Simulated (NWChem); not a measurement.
## Correlation energy of formamide (CH3NO)

SMILES: NC=O
```xyz
6

N     -0.1982    -1.0835     0.0000
C     -0.3131     0.2775     0.0000
O      0.6186     1.0642     0.0000
H      0.7326    -1.5054     0.0000
H     -1.0184    -1.6888     0.0000
H     -1.3967     0.6003     0.0000
```
Charge 0, spin multiplicity 1.

Program: NWChem. Structure: optimised with PBE/def2-SVP, a minimum by its harmonic frequencies. It is one conformer; others weren't searched.

Basis set: cc-pVDZ. Each correlation energy counts from its own Hartree-Fock reference.

The correlated methods keep 3 core orbitals frozen. Coupled-cluster values serve here as a point of comparison, not as the truth.

Question: For the correlation energy, RI-MP2 gives -485.2 mHa and CCSD gives -503.6 mHa. What do CR-CCSD[T], CCSD+T(CCSD), CCSD(T) give?

Answer: CR-CCSD[T]: -516.9 mHa; CCSD+T(CCSD): -520.8 mHa; CCSD(T): -519.3 mHa.
